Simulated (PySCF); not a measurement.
# Molecular orbitals of NaS

UHF at R = 2.501 Å; PySCF, no relativity, basis sets Na 6-31G(d,p), S 6-31G(d,p). State: ²Π (doublet), unpaired electrons π ↑. Only the outer orbitals are listed, counted within each symmetry.

```tsv
spin	orbital	occ.	ε (eV)	on Na (%)	main shells (%)
α	2π	1	-42.20	100	100 Na p
α	2π	1	-42.18	100	100 Na p
α	6σ	1	-42.16	100	100 Na p
α	7σ	1	-22.52	1	98 S s
α	3π	1	-9.73	2	98 S p
α	8σ	1	-8.48	13	87 S p
α	3π	1	-8.04	4	96 S p
α	9σ	0	-0.36	99	69 Na s, 30 Na p
α	4π	0	1.11	101	100 Na p
α	4π	0	1.23	100	99 Na p
β	2π	1	-42.19	100	100 Na p
β	2π	1	-42.18	100	100 Na p
β	6σ	1	-42.16	100	100 Na p
β	7σ	1	-19.66	5	95 S s
β	8σ	1	-7.84	15	84 S p, 10 Na s
β	3π	1	-7.37	5	95 S p
β	9σ	0	-0.35	98	67 Na s, 31 Na p
β	3π	0	0.77	92	92 Na p, 8 S p
β	4π	0	1.24	99	99 Na p
```

Problem. Which are the highest filled and the lowest empty level, where do they sit, and how wide is the gap?

Solution. Highest filled β 3π at -7.37 eV (in %: 95 S p); lowest empty α 9σ at -0.36 eV (in %: 69 Na s, 30 Na p); the gap at UHF is 7.01 eV.

- bond order (Mayer): 0.76
- ⟨S²⟩: 0.757
- charge on Na (Mulliken, basis-dependent): 0.56
- charge on Na (Löwdin, basis-dependent): 0.33
- dipole moment (positive dipole means Na(−)S(+)): -9.24 D
- polarisability along the bond: 43.1 bohr³
- polarisability across the bond: 23.4 bohr³

Shares are Mulliken populations and can fall outside 0 to 100 %.

The state was picked by a PBE0 search and need not be the measured ground state.
